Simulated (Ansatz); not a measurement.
Born–Oppenheimer molecular dynamics of AlH6NO (9 atoms, charge 0, multiplicity 1). It starts at the highest image of a converged band. Of that band: The profile has 2 maxima (images 2, 4) with wells between them (image 3): this band takes more than one step, which may be the mechanism or a detour left from its start path. A vibrational analysis at the climbing image gives one clearly imaginary mode, 1208i cm⁻¹: a first-order saddle point. Another band between the same ends, with other settings, climbed to 0.481 eV only, so this may not be the lowest route.

All numbers below come from RKS B3LYP-D4/def2-SVP in Ansatz 0.2.0.

```yaml
ensemble: NVE (velocity Verlet)
time_step: 0.5 fs
steps_asked: 200
starting_velocities_drawn_for: 300 K
seed: 6676
```

First frame:

```xyz
9
Properties=species:S:1:pos:R:3
Al 0.018 0.393 -0.096
H -0.165 -0.411 1.501
N 1.608 0.132 -0.858
H 2.513 0.090 -0.400
H 1.707 -0.173 -1.821
H -1.296 0.307 -0.959
O 0.028 1.741 1.224
H 0.818 2.254 1.449
H -0.044 0.635 1.728
```

(1) How far do the bonds stretch over the last three quarters of this one trajectory? (Pairs bonded in most of those frames.)

Results:

(1) 
```
  bond  mean (Å)  spread (Å)  shortest  longest
Al1–H2     1.603       0.071      1.49     1.72
Al1–N3     1.801       0.014      1.78     1.83
Al1–H6     1.607       0.054      1.52     1.69
 N3–H4     1.019       0.017      0.99     1.05
 N3–H5     1.019       0.011      1.00     1.04
 O7–H8     0.974       0.022      0.94     1.01
 O7–H9     0.974       0.016      0.94     1.01
```

Mean temperature of the second half: 472 K. The conserved energy stayed within 0.23 meV per atom of its start (net change 0.095 meV per atom), so the integration is sound. The kinetic energy rose, since the run started high on the potential surface and went downhill. A run of 0.1 ps of so small a system gives no equilibrium averages. The orbitals stay closed-shell, which can raise the energy where a bond breaks towards radicals; this wasn't checked here.

The run took 8 min on 1 thread of Arm Neoverse V1, with other jobs on the host, peak memory 0.13 GiB.
